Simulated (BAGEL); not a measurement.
# HF/6-31G(d) (density fitting with qzvpp-jkfit, spherical functions) run of C2H6B− (SMILES [BH3-]C=C)

What is the vertical singlet–triplet gap of C2H6B− at HF/6-31G* (density fitting with qzvpp-jkfit, spherical functions)? 

The results are computed with BAGEL 1.2.2.

### 1 Starting point

C2H6B−: 9 atoms, total charge -1, spin state singlet. As SMILES, `[BH3-]C=C`. The shape is that of a GFN2-xTB optimisation.

Bond lengths: B1–C2 1.621 Å, C2–C3 1.325 Å, B1–H4 1.227 Å, B1–H5 1.230 Å, B1–H6 1.227 Å, C2–H7 1.098 Å, C3–H8 1.083 Å, C3–H9 1.094 Å. Some angles: B1–C2–C3 127.4°, B1–C2–H7 117.5°, C3–C2–H7 115.1°, C2–B1–H4 109.9°, C2–B1–H5 110.3°, C2–B1–H6 110.0°, C2–C3–H8 121.3°, C2–C3–H9 124.5°, H4–B1–H5 108.9°, H4–B1–H6 108.8°.

### 2 The energy at HF/6-31G(d) (density fitting with qzvpp-jkfit, spherical functions)

Input file job.json:

```json
{ "bagel": [

{
  "title": "molecule",
  "basis": "6-31gs.json",
  "df_basis": "qzvpp-jkfit",
  "angstrom": "true",
  "geometry": [
    { "atom": "B", "xyz": [   -0.629450,    0.770260,   -0.695580 ] },
    { "atom": "C", "xyz": [    0.561290,   -0.121590,   -0.051130 ] },
    { "atom": "C", "xyz": [    0.475920,   -0.957440,    0.973350 ] },
    { "atom": "H", "xyz": [   -1.515350,    0.037540,   -1.123250 ] },
    { "atom": "H", "xyz": [   -0.196360,    1.453510,   -1.621580 ] },
    { "atom": "H", "xyz": [   -1.107230,    1.511780,    0.156690 ] },
    { "atom": "H", "xyz": [    1.558120,   -0.038670,   -0.502980 ] },
    { "atom": "H", "xyz": [   -0.460650,   -1.116340,    1.494340 ] },
    { "atom": "H", "xyz": [    1.313720,   -1.539040,    1.370140 ] }
  ]
},
{ "title": "hf", "charge": -1 },
{ "title": "print", "file": "orbitals.molden", "orbitals": "true" }

]}
```

The basis set 6-31G* is read from a file made from the Basis Set Exchange's data (not shown).

Command:

```console
$ BAGEL_NUM_THREADS=1 BAGEL job.json > job.out
```

The program printed:

```text
* using 1 threads per process

  ===============================================================
  ===============================================================

  *** Geometry ***

  { "atom" : "B", "xyz" : [     -1.189488,      1.455580,     -1.314456 ] },
  { "atom" : "C", "xyz" : [      1.060684,     -0.229772,     -0.096622 ] },
  { "atom" : "C", "xyz" : [      0.899358,     -1.809299,      1.839365 ] },
  { "atom" : "H", "xyz" : [     -2.863596,      0.070940,     -2.122635 ] },
  { "atom" : "H", "xyz" : [     -0.371067,      2.746736,     -3.064342 ] },
  { "atom" : "H", "xyz" : [     -2.092361,      2.856850,      0.296101 ] },
  { "atom" : "H", "xyz" : [      2.944420,     -0.073076,     -0.950494 ] },
  { "atom" : "H", "xyz" : [     -0.870502,     -2.109577,      2.823893 ] },
  { "atom" : "H", "xyz" : [      2.482571,     -2.908364,      2.589189 ] },

  Number of auxiliary basis functions:      333

  Since a DF basis is specified, we compute 2- and 3-index integrals:
    o Being stored without compression. Storage requirement is 0.008 GB

  Number of basis functions:       54
  Number of electrons      :       23

    * METHOD: MOLECULE                             0.22

  *** RHF ***

  === Nuclear Repulsion ===
    62.5739114243

      * DIIS with orbital gradients will be used.

  === RHF iteration (6-31gs.json) ===
      0       -103.72350473          0.02253008           0.02
      1       -103.83681659          0.00838992           0.03
      2       -103.85330167          0.00222605           0.04
      3       -103.85453697          0.00063424           0.03
      4       -103.85464222          0.00014370           0.03
      5       -103.85465426          0.00006373           0.03
      6       -103.85465619          0.00002336           0.03
      7       -103.85465652          0.00000543           0.03
      8       -103.85465653          0.00000104           0.03
      9       -103.85465653          0.00000030           0.03
     10       -103.85465653          0.00000008           0.03
     11       -103.85465653          0.00000001           0.03
     12       -103.85465653          0.00000001           0.03
    * SCF iteration converged.

    * Permanent dipole moment:
           (   -1.164176,     1.142594,    -0.951323) a.u.

    * METHOD: HF                                   0.55

    * METHOD: PRINT                                0.01

  ===============================================================
```

Wall time 1.3 s (1 thread of Intel Xeon at 2.50GHz (Skylake/Cascade Lake), shared host).

### 3 The triplet at the same level

Input file job.json:

```json
{ "bagel" : [

{
  "title" : "molecule",
  "basis" : "6-31gs.json",
  "df_basis" : "qzvpp-jkfit",
  "angstrom" : "true",
  "geometry" : [
    { "atom" : "B", "xyz" : [   -0.629450,    0.770260,   -0.695580 ] },
    { "atom" : "C", "xyz" : [    0.561290,   -0.121590,   -0.051130 ] },
    { "atom" : "C", "xyz" : [    0.475920,   -0.957440,    0.973350 ] },
    { "atom" : "H", "xyz" : [   -1.515350,    0.037540,   -1.123250 ] },
    { "atom" : "H", "xyz" : [   -0.196360,    1.453510,   -1.621580 ] },
    { "atom" : "H", "xyz" : [   -1.107230,    1.511780,    0.156690 ] },
    { "atom" : "H", "xyz" : [    1.558120,   -0.038670,   -0.502980 ] },
    { "atom" : "H", "xyz" : [   -0.460650,   -1.116340,    1.494340 ] },
    { "atom" : "H", "xyz" : [    1.313720,   -1.539040,    1.370140 ] }
  ]
},
{
  "title" : "uhf",
  "charge" : -1,
  "nopen" : 2
},
{
  "title" : "print",
  "file" : "orbitals.molden",
  "orbitals" : "true"
}

]}
```

The basis set 6-31G* is read from a file made from the Basis Set Exchange's data (not shown).

Command:

```console
$ BAGEL_NUM_THREADS=1 BAGEL job.json > job.out
```

The program printed:

```text
* using 1 threads per process

  ===============================================================
  ===============================================================

  *** Geometry ***

  { "atom" : "B", "xyz" : [     -1.189488,      1.455580,     -1.314456 ] },
  { "atom" : "C", "xyz" : [      1.060684,     -0.229772,     -0.096622 ] },
  { "atom" : "C", "xyz" : [      0.899358,     -1.809299,      1.839365 ] },
  { "atom" : "H", "xyz" : [     -2.863596,      0.070940,     -2.122635 ] },
  { "atom" : "H", "xyz" : [     -0.371067,      2.746736,     -3.064342 ] },
  { "atom" : "H", "xyz" : [     -2.092361,      2.856850,      0.296101 ] },
  { "atom" : "H", "xyz" : [      2.944420,     -0.073076,     -0.950494 ] },
  { "atom" : "H", "xyz" : [     -0.870502,     -2.109577,      2.823893 ] },
  { "atom" : "H", "xyz" : [      2.482571,     -2.908364,      2.589189 ] },

  Number of auxiliary basis functions:      333

  Since a DF basis is specified, we compute 2- and 3-index integrals:
    o Being stored without compression. Storage requirement is 0.008 GB

  Number of basis functions:       54
  Number of electrons      :       23

    * METHOD: MOLECULE                             0.22

  *** Open-shell HF ***

  === Nuclear Repulsion ===
    62.5739114243

      * DIIS with orbital gradients will be used.

  === UHF iteration (6-31gs.json) ===
      0       -103.54010311          0.04606178           0.05
      1       -103.68094343          0.02002560           0.06
      2       -103.71257942          0.00981531           0.06
      3       -103.72070361          0.00304439           0.05
      4       -103.72398523          0.00098779           0.05
      5       -103.72429562          0.00029857           0.05
      6       -103.72434699          0.00004743           0.05
      7       -103.72435435          0.00001554           0.05
      8       -103.72435654          0.00000783           0.06
      9       -103.72435734          0.00000331           0.06
     10       -103.72435749          0.00000157           0.05
     11       -103.72435750          0.00000078           0.05
     12       -103.72435750          0.00000048           0.07
     13       -103.72435750          0.00000025           0.05
     14       -103.72435750          0.00000009           0.05
     15       -103.72435750          0.00000004           0.05
     16       -103.72435750          0.00000002           0.06
     17       -103.72435750          0.00000001           0.07
    * SCF iteration converged.

    * S^2 (UHF) is 2.0218

    * Permanent dipole moment:
           (   -1.222450,     1.401192,    -1.239185) a.u.

    * METHOD: UHF                                  1.17

    * METHOD: PRINT                                0.01

  ===============================================================
```

Run time: 1.9 s. Hardware: 1 thread of Intel Xeon at 2.50GHz (Skylake/Cascade Lake), shared host.

### 4 Summary of results

At HF/6-31G* (density fitting with qzvpp-jkfit, spherical functions):

| quantity | value |
| --- | --- |
| singlet: total energy | -103.85466 Eh |
| singlet: HOMO energy | -3.71 eV |
| singlet: LUMO energy | 10.44 eV |
| singlet: HOMO–LUMO gap (to an unbound level, set by the basis) | 14.15 eV |
| triplet: total energy | -103.72436 Eh |
| triplet: ⟨S²⟩ | 2.022 |
| vertical energy of the triplet above the singlet | 3.546 eV |

At this shape the triplet lies 3.55 eV (82 kcal/mol) above the singlet. For an anion a state so high probably lies above electron detachment.
